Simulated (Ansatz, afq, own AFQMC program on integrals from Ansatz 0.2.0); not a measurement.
# BeBH3, singlet in cc-pVDZ, levels against CCSDT(Q)

```yaml
atoms:
  - { symbol: B, position_ang: [0.0000, 0.0000, 1.0270] }
  - { symbol: Be, position_ang: [0.0000, 0.0000, -1.3130] }
  - { symbol: H, position_ang: [0.0000, 1.0032, 1.6889] }
  - { symbol: H, position_ang: [0.0000, -1.0032, 1.6889] }
  - { symbol: H, position_ang: [0.0000, 0.0000, -2.6542] }
```

Connectivity, by distances: BH2 ··· BeH.

Basis cc-pVDZ. Noble-gas cores (and the filled d shells of Ga–Kr and In–Xe) are frozen. AFQMC by an in-house program on the Cholesky factors that Ansatz 0.2.0 writes for its CCSD(T) run. The CISD trial takes its coefficients from CCSD amplitudes. Released means that phaseless walkers are propagated on without the constraint, phases kept. Free AFQMC starts from the CCSD state and is never constrained. Its projection time is finite, and what remains of the start isn't in its error. ± is one standard error of the sampling.

Determinant: RHF, the one that the program's search chose, which needn't be the lowest solution. The geometry is a point of a scan.

No full CI on the walks' own integrals is used here; CCSDT(Q) serves as the reference and is uncertain by about the last step of the cluster series.

Cautions: the released energies move by 1.5 errors or more from one time to the next, so no released level is given (meV from the phaseless value at times in 1/Eh: -9 ± 6 at 0.24, -10 ± 6 at 0.51, -13 ± 7 at 0.99, -6 ± 8 at 1.62, -31 ± 8 at 2.40), though the last usable value meets CCSDT(Q) within the noise.

The T1 diagnostic is 0.0076. The weight of the determinant in the CISD state is 0.906. The size of the correlated space is 8 electrons in 41 orbitals.

```csv
level,correlation energy (eV)
MP2,-3.3211
CCSD,-4.2357
CCSD(T),-4.3156
```

Estimate where phaseless AFQMC with the Hartree–Fock trial lies against CCSD(T) on the same integrals.

21.9 ± 34.6 meV below CCSD(T). The gap is under twice the noise, so this walk alone can't tell the two apart.

Reference: CCSDT(Q), correlation energy -4.339 eV.

```
        level  E − E(reference) (meV)  share of correlation (%)
      CCSD(T)                    23.6                     99.46
        CCSDT                     3.2                     99.93
  ph-AFQMC/HF              1.7 ± 34.6                     99.96
ph-AFQMC/CISD              18.5 ± 7.4                     99.57
   free AFQMC              -5.5 ± 9.1                    100.13
```

Free projections are given only where their last times agree within the noise and don't stop above the reference; a slow remainder of the start can still hide under it. A walk keeps the symmetry of its determinant, which the program's search chose and which needn't be the lowest solution, so a lower state of the same spin and another symmetry isn't excluded.
